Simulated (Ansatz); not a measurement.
Ansatz results at the PBE0-D4/def2-TZVP geometry: HOMO energy (ωB97M-V/def2-TZVPP) -8.29 eV; LUMO energy (ωB97M-V/def2-TZVPP) 1.44 eV; HOMO energy (PBE0/def2-TZVPP) -6.21 eV.

Each molecule was computed in one conformer, which needn't be the lowest.

**Question.** Which molecule gave them?
A. `C1=CCOC1`
B. `CC1=C(O)C1`
C. `FC1=NCN1`
D. `C=C/C=C\O`

**Answer.** D. The others give `CC1=C(O)C1`: -8.33, 2.09, -6.14; `FC1=NCN1`: -10.00, 2.25, -7.66; `C1=CCOC1`: -9.02, 2.45, -6.74.
